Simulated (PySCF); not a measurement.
C5H9O (charge +1).
Numbering: `[CH3:1][CH2:2][CH2:3][CH2:4][C:5]#[O+:6]` (hydrogens: H7, H8, H9 on C1; H10, H11 on C2; H12, H13 on C3; H14, H15 on C4)

Structure used (GFN2-xTB), in Å, numbered top down from 1:
```xyz
15
C5H9O angstrom
C      1.6761   -0.0169   -0.6282
C      0.8034    0.6461    0.4303
C     -0.3280   -0.2445    0.9228
C     -1.3161   -0.6390   -0.2404
C     -2.1722    0.4010   -0.5063
O     -2.8417    1.2867   -0.6535
H      2.0199   -0.9921   -0.2923
H      1.1595   -0.1321   -1.5814
H      2.5522    0.5969   -0.8165
H      0.4115    1.5935    0.0553
H      1.4247    0.8759    1.2983
H     -0.8769    0.2371    1.7313
H      0.0788   -1.1833    1.2998
H     -0.7028   -0.8891   -1.1208
H     -1.8928   -1.5322    0.0357
```

Computed, not measured: TDDFT PBE0/def2-SVPD, vertical, gas phase, core orbitals frozen in the response in PySCF 2.14.0, density-fitted response routines.

Frontier orbitals with the atoms that hold most of them (Löwdin shares over 4%, at most four atoms; ? is withheld):

```tsv
orbital	ε (eV)	atoms
LUMO+2	-4.44	C5 36%, C4 16%, O6 15%, H15 8%
LUMO+1	-7.60	C5 43%, O6 32%, C4 10%, C3 7%
LUMO	-7.65	?
HOMO	?	?
HOMO-1	-14.18	C1 28%, C2 20%, H9 13%, C3 12%
HOMO-2	-14.40	C1 31%, C2 26%, C3 15%, H12 8%
HOMO-3	-15.88	C3 23%, C1 20%, C2 14%, H13 14%
```

Task: Which atoms hold the LUMO, and with what shares?

Result: C5 (bonded to C and O) 42%; O6 (bonded to C) 32%; C4 (bonded to 2 C and 2 H) 12%; H15 (bonded to C) 7%. By element: carbon 54% or more, oxygen 32%, hydrogen 7% or more.

Task: Which atoms hold the HOMO, and with what shares?

Result: C2 (bonded to 2 C and 2 H) 25%; C1 (bonded to C and 3 H) 24%; H8 (bonded to C) 12%; H11 (bonded to C) 11%. By element: carbon 49% or more, hydrogen 23% or more.

Task: What is the HOMO energy, and the HOMO–LUMO gap?

Result: ε(HOMO) = -14.04 eV; the gap is 6.39 eV (0.2348 hartree).

Task: The HOMO–LUMO gap is 6.39 eV. Where does the response calculation put the lowest singlet, and from which orbitals?

Result: S1 is at 5.31 eV (f = 0.0007), 1.08 eV below the gap, made of HOMO→LUMO (98%). Without the coupling terms of the response equations the lowest excitation would equal the gap.

Next come S2 at 5.41 eV (f 0.011), HOMO→LUMO+1 (66%), HOMO-1→LUMO (23%), HOMO-1→LUMO+1 (10%); S3 at 5.52 eV (f 0.0023), HOMO-1→LUMO+1 (65%), HOMO-1→LUMO (32%); S4 at 5.56 eV (f 0.030), HOMO-1→LUMO (42%), HOMO→LUMO+1 (31%), HOMO-1→LUMO+1 (21%); S5 at 5.63 eV (f 0.0068), HOMO-2→LUMO (50%), HOMO-2→LUMO+1 (44%).

Löwdin shares depend on the basis, the more so with diffuse functions.

Hardware: one thread, Intel Xeon at 2.70 GHz (x86_64), shared host. Cost: 43 s wall, 0.78 GiB resident at most.

One conformer stands for the species.
